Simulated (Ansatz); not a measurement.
# C₄H₉ClO: taking an electron away

One table from this session's results is given with a row withheld; the runs are named, their logs left out.

Computed with Ansatz 0.2.0, Gaussian basis. Level: unrestricted cation, the program's frozen cores in correlated methods.

Plan: UKS PBE-D4/def2-TZVPP; UKS r2SCAN-D4/def2-TZVPP; UKS PBE0-D4/def2-TZVPP; UKS B3LYP-D4/def2-TZVPP; UKS wB97X-V/def2-TZVPP; UKS wB97M-V/def2-TZVPP; UKS B2PLYP/def2-TZVPP; UHF-CCSD(T)/def2-TZVPP; UHF-MP2/def2-QZVPP; extrapolation to the limit; then −ε(HOMO) from the neutral's earlier runs with LDA (SPW92), PBE-D4, revPBE-D4, BLYP-D4, r2SCAN-D4, B97M-V, PBE0-D4, B3LYP-D4, r2SCANh-D4, r2SCAN0-D4, HSE06-D4, BHLYP-D4, CAM-B3LYP-D4, LC-ωPBE, ωB97X-V, ωB97M-V.

## The relaxed structure

The geometry comes from an earlier relaxation with PBE0-D4 in a triple-zeta def2 set; it is a stationary point, not always the lowest conformer.

SMILES `CCOCCCl`, 15 atoms, charge 0, spin multiplicity 1.

Atoms are counted from 1 here; the program's logs count them from 0.

Bond lengths: C1–C2 1.507 Å, C1–H7 1.092 Å, C1–H8 1.092 Å, C1–H9 1.092 Å, C2–O3 1.411 Å, C2–H10 1.099 Å, C2–H11 1.100 Å, O3–C4 1.402 Å, C4–C5 1.517 Å, C4–H12 1.098 Å, C4–H13 1.092 Å, C5–Cl6 1.780 Å, C5–H14 1.089 Å, C5–H15 1.089 Å. Angles: C2–C1–H7 110.6°, C2–C1–H8 110.5°, C2–C1–H9 110.3°, H7–C1–H8 108.3°, H7–C1–H9 108.5°, H8–C1–H9 108.6°, C1–C2–O3 108.5°, C1–C2–H10 110.2°, C1–C2–H11 110.7°, O3–C2–H10 110.9°, O3–C2–H11 109.5°, H10–C2–H11 107.2°, C2–O3–C4 114.3°, O3–C4–C5 111.3°, O3–C4–H12 111.3°, O3–C4–H13 107.3°, C5–C4–H12 109.8°, C5–C4–H13 109.2° and more.

The first run:

Input file in.yaml:

```yaml
crystal:
  periodic: [false, false, false]
  atoms:
    - {symbol: C, position_ang: [0.446402, -2.343122, -0.071559]}
    - {symbol: C, position_ang: [0.664135, -0.853372, -0.015423]}
    - {symbol: O, position_ang: [-0.448278, -0.216684, -0.606024]}
    - {symbol: C, position_ang: [-0.351401, 1.181287, -0.659320]}
    - {symbol: C, position_ang: [-0.805375, 1.814932, 0.642585]}
    - {symbol: Cl, position_ang: [-0.701489, 3.587814, 0.523268]}
    - {symbol: H, position_ang: [-0.453725, -2.621279, 0.479904]}
    - {symbol: H, position_ang: [0.331385, -2.674553, -1.105215]}
    - {symbol: H, position_ang: [1.297389, -2.867102, 0.368682]}
    - {symbol: H, position_ang: [0.793291, -0.528409, 1.026755]}
    - {symbol: H, position_ang: [1.578368, -0.573158, -0.559437]}
    - {symbol: H, position_ang: [0.673043, 1.501418, -0.892090]}
    - {symbol: H, position_ang: [-1.000201, 1.520751, -1.469965]}
    - {symbol: H, position_ang: [-0.181470, 1.513867, 1.483039]}
    - {symbol: H, position_ang: [-1.842075, 1.557598, 0.854789]}
basis:
  gaussian: {orbitals: def2-TZVPP}
total_charge: 1
magnetization: {spin_polarized: true, initial_magnetization: 1}
hamiltonian: {xc: pbe, dispersion: d4}
```

Run with:

```
$ ansatz run in.yaml --threads 2 --pin off --events-out ev --progress --plain --max-ram 22528MiB --backend cuda --devices 0, --max-vram 18GiB
```

Steps of the session up to this table: Cation, UKS PBE-D4/def2-TZVPP; Cation, UKS r2SCAN-D4/def2-TZVPP; Cation, UKS PBE0-D4/def2-TZVPP; Cation, UKS B3LYP-D4/def2-TZVPP; Cation, UKS wB97X-V/def2-TZVPP; Cation, UKS wB97M-V/def2-TZVPP; Cation, UKS B2PLYP (frozen core)/def2-TZVPP; Cation, UHF-CCSD(T)/def2-TZVPP; Cation, UHF-MP2/def2-QZVPP.

One table of the session follows, with a row left open; its other results are not shown here.

Orbital estimates, from the neutral's runs:

| functional | −ε(HOMO) (eV) |
| --- | --- |
| LDA (SPW92) | 6.22 |
| PBE-D4 | 6.09 |
| revPBE-D4 | ? |
| BLYP-D4 | 6.01 |
| r2SCAN-D4 | 6.41 |
| B97M-V | 6.58 |
| PBE0-D4 | 7.63 |
| B3LYP-D4 | 7.40 |
| r2SCANh-D4 | 6.99 |
| r2SCAN0-D4 | 7.86 |
| HSE06-D4 | 7.22 |
| BHLYP-D4 | 9.12 |
| CAM-B3LYP-D4 | 9.07 |
| LC-ωPBE | 10.37 |
| ωB97X-V | 10.08 |
| ωB97M-V | 10.00 |

**Question.** Estimate the row for revPBE-D4.

The run gave: −ε(HOMO) (eV): 6.03. In the column «−ε(HOMO) (eV)» it lies between BLYP-D4 (6.01) and PBE-D4 (6.09).
